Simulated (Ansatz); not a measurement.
A geometry relaxed with B3LYP-D3(BJ)/def2-TZVP in Ansatz (a first-principles code), charge 0, multiplicity 1:

```xyz
3

S      0.0433     0.6173     0.0000
H      0.9458    -0.3765     0.0000
H     -0.9892    -0.2408     0.0000
```

Task: Write the SMILES of this molecule.

Result: `S`
